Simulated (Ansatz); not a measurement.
**Tetragonal perovskite BaTiO3 (room-temperature form, which distorts further on cooling)**

Calculation: LDA in Ansatz (plane waves, PAW).

Settings: plane-wave cutoff 520 eV, 6×6×6 k mesh, perturbation theory, no spin polarisation, scalar-relativistic PAW data made under PBE.

Cell (relaxed at this level):

```
BaTiO3
1.0
    3.92629     0.00000     0.00000
    0.00000     3.92629     0.00000
    0.00000     0.00000     3.97529
Ba Ti O
1 1 3
Direct
  0.00000   0.00000   0.00041
  0.50000   0.50000   0.51287
  0.50000   0.50000   0.97902
  0.00000   0.50000   0.48585
  0.50000   0.00000   0.48585
```

```yaml
high-frequency dielectric constant (mean over three axes): 6.37
```

Measured, for comparison: high-frequency dielectric constant 5.15 (room temperature, copied from a table, unchecked, long-wavelength limit of the electronic terms of a dispersion formula fitted to measured refractive indices over 0.4-0.7 um; lattice terms left out, mean of the two values across and the one along c; as tabulated in Wemple et al. (1968), doi:10.1016/0022-3697(68)90164-9). Computed (rounded) less measured: high-frequency dielectric constant not scored (unchecked).

Note: the relaxation could not lower the start's symmetry, so the cell can be a saddle point above a distorted one; the run finds an imaginary mode (100i cm⁻¹), so the cell is a saddle point at this level.

Spin–orbit coupling is not included.

Ansatz is a quantum-chemistry and plane-wave program.
